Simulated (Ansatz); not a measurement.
Input file:

```yaml
crystal:
  periodic: [false, false, false]
  atoms:
    - {symbol: Cl, position_ang: [0.000000, 0.000000, -1.567000]}
    - {symbol: H, position_ang: [0.000000, 0.000000, -0.378000]}
    - {symbol: Si, position_ang: [0.000000, 0.000000, 1.945000]}
basis:
  gaussian: {orbitals: 6-31G}
magnetization: {spin_polarized: false, initial_magnetization: 2}
correlation: {method: ccsdtq, electrons: outside_noble_gas}
```

```sh
$ ansatz run in.yaml --threads 2 --pin off --events-out ev --progress --plain --max-ram 16896MiB --backend cuda --devices 0, --max-vram 18GiB
```

Output:

```
527 factors; integrals over basis functions are off by at most 4.7e-8 eV
mean field evaluation 1: about -20376.3461 eV, gradient 1.2e1 eV
mean field evaluation 2: about -20376.3471 eV, gradient 1.2e1 eV
mean field evaluation 4: about -20377.2350 eV, gradient 7.5e-1 eV
mean field evaluation 8: about -20377.2396 eV, gradient 3.9e-4 eV
mean field evaluation 16: about -20376.9041 eV, gradient 4.2e0 eV
mean field evaluation 32: about -20377.1530 eV, gradient 2.0e-1 eV
mean field evaluation 64: about -20377.2412 eV, gradient 6.1e-2 eV
mean field evaluation 96: about -20377.1462 eV, gradient 1.6e-6 eV
mean field -20377.23959979 eV, -748.8497431032 hartree, gradient 1.7e-6 eV, S^2 2.000000; 8 other end points of the search recorded, 0 dependent functions left out
mean field evaluation 128: about -20377.1739 eV, gradient 1.5e-2 eV
determinant -20377.23959979 eV, -748.8497431032 hartree, with singles and doubles -20379.45610315 eV, -748.9311980991 hartree
determinant -20377.14620268 eV, -748.8463108228 hartree, with singles and doubles -20379.36878515 eV, -748.9279892220 hartree
determinant -20377.23959979 eV, -748.8497431032 hartree, with singles and doubles -20379.45607266 eV, -748.9311969787 hartree
determinant -20377.14620268 eV, -748.8463108228 hartree, with singles and doubles -20379.36876740 eV, -748.9279885697 hartree
10 core orbitals not correlated: weight in the atoms' cores, before any rotation towards them, 1.000 or more for the frozen orbitals, at most 0.000 for the correlated occupied ones
reference -20377.23959979 eV, -748.8497431032 hartree; 7, 5 occupied and 11, 13 virtual orbitals, 527 factors
second order -1.71940877 eV of doubles, -0.00466559 eV of singles
cycle   1  -2.05289661 eV  change   -3.3e-1 eV  update   5.3e-2
cycle   2  -2.22977498 eV  change   -1.8e-1 eV  update   2.1e-2
cycle   3  -2.24131738 eV  change   -1.2e-2 eV  update   5.0e-3
cycle   4  -2.24105362 eV  change    2.6e-4 eV  update   1.8e-3
cycle   5  -2.24103936 eV  change    1.4e-5 eV  update   9.1e-4
cycle   6  -2.24105620 eV  change   -1.7e-5 eV  update   4.5e-4
cycle   7  -2.24102744 eV  change    2.9e-5 eV  update   2.5e-4
cycle   8  -2.24103321 eV  change   -5.8e-6 eV  update   1.8e-4
cycle   9  -2.24104555 eV  change   -1.2e-5 eV  update   1.4e-4
cycle  10  -2.24104265 eV  change    2.9e-6 eV  update   1.2e-4
cycle  11  -2.24104221 eV  change    4.4e-7 eV  update   1.5e-4
cycle  12  -2.24104679 eV  change   -4.6e-6 eV  update   1.2e-4
cycle  13  -2.24104589 eV  change    9.0e-7 eV  update   3.0e-5
cycle  14  -2.24104568 eV  change    2.1e-7 eV  update   1.4e-5
cycle  15  -2.24104582 eV  change   -1.5e-7 eV  update   1.2e-5
cycle  16  -2.24104594 eV  change   -1.2e-7 eV  update   8.1e-6
cycle  17  -2.24104608 eV  change   -1.3e-7 eV  update   2.7e-6
cycle  18  -2.24104615 eV  change   -6.7e-8 eV  update   1.5e-6
cycle  19  -2.24104617 eV  change   -2.4e-8 eV  update   1.5e-6
Total energy: -20379.48064596 eV, -748.9321000309 hartree
```

For the same geometry and basis full CI lies 0.1 meV lower.

Ran on 2 threads of AMD EPYC 7R13 with a shared H100 80 GB, shared host: 24 s wall, 0.94 GiB peak host memory.
